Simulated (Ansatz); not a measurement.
**Question.** Name a neutral molecule of C, O and H with LUMO energy (PBE0/def2-TZVPP) between 0.90 and 1.20 eV and HOMO energy (ωB97M-V/def2-TZVPP) between -8.50 and -8.20 eV (Ansatz, PBE0-D4/def2-TZVP geometry).

**Answer.** `CO/C=C/O` (0.99 eV, -8.27 eV); `OC1=CCO1` (1.06 eV, -8.45 eV). Other molecules can fit too; these were computed, each in one conformer that needn't be the lowest.
